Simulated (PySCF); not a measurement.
FH, SMILES F. The structure is a stationary point at B3LYP-D3(BJ)/def2-TZVPD.

All values below come from B3LYP-D3(BJ)/def2-TZVPD (PySCF).

Harmonic wavenumbers (cm⁻¹): 4068. Rotational constants (GHz): 616.5 (linear); symmetry number 1.

Q: Work out the zero-point energy and the ideal-gas rigid-rotor harmonic-oscillator thermochemistry at 298.15 K and 1 atm.

A: ZPE = ½ Σ hcν = ½ × 4068 cm⁻¹ = 5.82 kcal/mol. H − E(el) = 7.89 kcal/mol. Entropy in cal/(mol K): translation 34.92, rotation 6.58, vibration 0.00, total 41.50. G − E(el) = -4.48 kcal/mol. Cp = 6.96 cal/(mol K).
